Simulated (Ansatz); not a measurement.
Stepwise reaction of `C[SiH2]C` with ammonia, as a gas-phase model of exchange steps in deposition or etching. ΔE in kJ/mol; ΔG adds harmonic PBE0-D4 terms to CCSD(T)/CBS, at 1 bar.

Gas-phase electronic energies from Ansatz, PBE0-D4/def2-TZVP geometries. CCSD(T)/CBS is the MP2 limit (def2-TZVPP, def2-QZVPP) plus CCSD(T) − MP2 in def2-TZVPP, frozen cores. This one scheme is used for every species. Functionals use def2-TZVPP. B3LYP here is the variant with VWN-RPA as its local correlation; programs differ in this. One conformer a species, not always the lowest.

```json
{"step": "2", "reaction": "`C[SiH2]N` + NH₃ → `N[SiH2]N` + CH₄", "PBE-D4": "-61.6", "B3LYP-D4": "-69.6", "ωB97M-V": "-67.2", "CCSD(T)/CBS": "-67.1", "ΔG(500 K)": "-56.5"}
```

Q: Give the row of step 1, `C[SiH2]C` + NH₃ → `C[SiH2]N` + CH₄. (Estimate.)

A: Computed: 
```csv
step,reaction,PBE-D4,B3LYP-D4,ωB97M-V,CCSD(T)/CBS,ΔG(500 K)
1,`C[SiH2]C` + NH₃ → `C[SiH2]N` + CH₄,-46.2,-54.4,-52.1,-51.5,-53.2
```

Q: By hand: ΔE of the 2 steps together at CCSD(T)/CBS.

A: (-51.5) + (-67.1) = -118.6 kJ/mol, or -59.3 kJ/mol a step.

In ΔE each step is lower than the one before. All are downhill at CCSD(T)/CBS. ΔG lies between -56.5 and -53.2 kJ/mol a step. PBE-D4 differs from CCSD(T)/CBS by 5.3 to 5.5 kJ/mol a step. Isolated molecules leave out the surface, adducts and barriers. Largest T1 diagnostic: 0.010.
